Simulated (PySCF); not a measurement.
C3H7, SMILES C[CH]C, doublet, PBE0/def2-SVP optimised geometry.

```
10

C      0.78    -1.05     0.00
C      0.21     0.32     0.00
C     -1.22     0.57    -0.29
H      1.88    -1.05     0.00
H      0.43    -1.63    -0.88
H      0.46    -1.63     0.89
H      0.81     1.13     0.45
H     -1.43     1.63    -0.48
H     -1.88     0.27     0.55
H     -1.56    -0.01    -1.17
```

Density from unrestricted PBE0/def2-TZVP (PySCF 2.14.0) at that geometry.

Minimum of the electron density along straight lines between bonded atoms, close to the bond critical point (lines longer than 1.1 times the sum of covalent radii, or with two minima, are not listed):

```tsv
bond	length / Å	ρ at the minimum / e bohr⁻³	∇²ρ there / e bohr⁻⁵	position (fraction from the first atom)
C1–C2	1.485	0.265	-0.70	0.50
C2–C3	1.485	0.265	-0.70	0.50
C1–H4	1.101	0.272	-0.91	0.64
C1–H5	1.104	0.268	-0.89	0.64
C1–H6	1.111	0.263	-0.85	0.64
C2–H7	1.095	0.276	-0.94	0.64
C3–H8	1.101	0.272	-0.91	0.64
C3–H9	1.111	0.263	-0.85	0.64
C3–H10	1.104	0.268	-0.89	0.64
```
